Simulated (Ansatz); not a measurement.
Ideal-gas functions of C2H3N3, SMILES `c1nc[nH]n1` at 400 K and 1 bar, from an Ansatz frequency run at PBE0-D4/def2-TZVP.

Molar mass 69.07 g/mol, point group Cs (symmetry number 1), electronic degeneracy 1, moments of inertia 48.604, 50.547, 99.152 u Å². Harmonic wavenumbers (cm⁻¹, unscaled): 583, 691, 710, 866, 918, 965, 1002, 1106, 1161, 1209, 1286, 1347, 1415, 1490, 1576, 3269, 3275, 3679.

Use S(trans) = R[1.5 ln M + 2.5 ln T − 1.1517]; rotational temperatures θ = 24.2544 K / I; S(rot) = R[ln(√π/σ · √(T³/θAθBθC)) + 1.5]; for each mode x = 1.438777 ν̃/T, S = R[x/(eˣ − 1) − ln(1 − e⁻ˣ)] and H = RT x/(eˣ − 1); 1 cm⁻¹ = 0.0119627 kJ/mol; R = 8.31446 J/(mol·K).

Q: By hand: the entropy, in J/(mol·K).

A: Translation 167.8. Rotation: θ = 0.499, 0.4798, 0.2446 K, giving 103.8. Vibration, mode by mode: 3.53, 2.60, 2.46, 1.58, 1.36, 1.19, 1.07, 0.79, 0.67, 0.58, 0.46, 0.39, 0.31, 0.25, 0.19, 0.00, 0.00, 0.00, in all 17.4. Electronic 0.0. Sum 289.0 J/(mol·K).

Q: By hand: H − E and G − E in kJ/mol, counted from the electronic energy.

A: Zero-point energy ½ × 26548 × 0.0119627 = 158.8; thermal vibration 5.2; translation, rotation and pV give 4 RT = 13.3. H − E = 177.3 kJ/mol, and G − E = 177.3 − 400 × 289.0/1000 = 61.7 kJ/mol.

Vibration gives 6 % of the entropy.
